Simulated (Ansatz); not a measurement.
**Structure optimisation: tantalum, bcc**

These are results of DFT, revPBE, plane waves (420 eV) with PAW, scalar-relativistic (Ansatz), not measurements. (PAW data from PBE, frozen cores regenerated.)

k-point mesh 13×13×13, Fermi-Dirac smearing 0.1 eV, no spin polarisation. Cell and atoms relax.

Starting structure:

```cif
data_structure
_symmetry_space_group_name_H-M 'P 1'
_symmetry_Int_Tables_number 1
_cell_length_a 2.8629
_cell_length_b 2.8629
_cell_length_c 2.8629
_cell_angle_alpha 109.471
_cell_angle_beta 109.471
_cell_angle_gamma 109.471
_cell_volume 18.06
loop_
_atom_site_label
_atom_site_type_symbol
_atom_site_fract_x
_atom_site_fract_y
_atom_site_fract_z
_atom_site_occupancy
Ta1 Ta 0.00000 0.00000 0.00000 1
```

Question: What cell does the relaxation end in?

Answer: Im-3m with a = 3.335 Å; 18.55 Å³ per atom against 18.06 at the start (2.7 %).

Question: How much energy does the relaxation gain?

Answer: 8.0 meV per atom.
